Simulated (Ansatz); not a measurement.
# Isomers

Structures of CH4BO (charge +1), closed shell, relaxed at PBE0-D4/def2-TZVP (vibrations not checked; lower isomers may exist, and structures with a doubtful reference or unclear bonds are left out). Computed with Ansatz 0.2.0 (basis: def2-TZVPP); correlated methods freeze the cores. B3LYP uses VWN-RPA correlation.

(1) Rank them by CCSD(T) energy, lowest first, and give each one's height above the lowest. Links in brackets join atoms within 1.22 times the sum of their covalent radii (1.1 for two metals). (Judge from chemistry; the value comes from the calculation.)
A.
CH₄BO ([BH]1[CH2][OH]1), total charge +1
```
7
angstrom
B -0.8887 -0.3333 -0.6983
C -0.6123 0.2616 0.6580
O 0.1008 -1.0134 0.0632
H -1.2960 -0.4472 -1.7943
H -1.1170 -0.0475 1.5679
H 0.0656 1.1089 0.7406
H 1.0539 -1.0907 -0.1274
```
B.
CH₄BO ([CH3][B][OH]), total charge +1
```
7
angstrom
C -0.8009 0.4784 -0.1955
B 0.4198 -0.3145 0.1155
O 1.3815 -1.0445 0.3815
H -1.6731 -0.1868 -0.2060
H -0.7047 0.9522 -1.1788
H -0.9542 1.2521 0.5651
H 2.3318 -1.1370 0.5181
```
C.
CH₄BO ([BH2][O][CH2]), total charge +1
```
7
angstrom
B -1.0325 0.4190 -0.6746
O -0.1217 -0.2496 0.1574
C 0.9838 -0.4233 0.6619
H -1.0992 -0.0133 -1.7744
H -1.6422 1.2810 -0.1399
H 1.0982 -1.2556 1.3591
H 1.8135 0.2419 0.4105
```
D.
CH₄BO ([BH2][CH][OH]), total charge +1
```
7
angstrom
B -1.2134 0.1549 -0.2065
C 0.0528 -0.6096 0.2585
O 1.2077 -0.1198 0.1463
H -1.6001 -0.0316 -1.3175
H -1.7797 0.8319 0.5932
H -0.0461 -1.6112 0.7016
H 1.9378 -0.6832 0.4697
```

(2) Do PBE-D4, r2SCAN-D4, PBE0-D4, B3LYP-D4, wB97M-V, HF, MP2 give the same order? (Judge from chemistry; the calculation decides.)

T1 diagnostic: at most 0.020.

For scale, one of the runs: CCSD(T)/def2-TZVPP, 149 basis functions, launched by `ansatz run in.yaml --threads 2 --pin off --events-out ev --progress --plain --max-ram 4352MiB`. Time: 16 s of wall clock on 2 CPU threads of an Arm Neoverse V1; the host was shared. Peak host memory: 0.97 GiB.

Answers

(1) By the calculation: B (0.00 kcal/mol), C (54.48 kcal/mol), A (59.97 kcal/mol), D (71.20 kcal/mol). Heights count from the lowest.

(2) The calculation gives: All do.
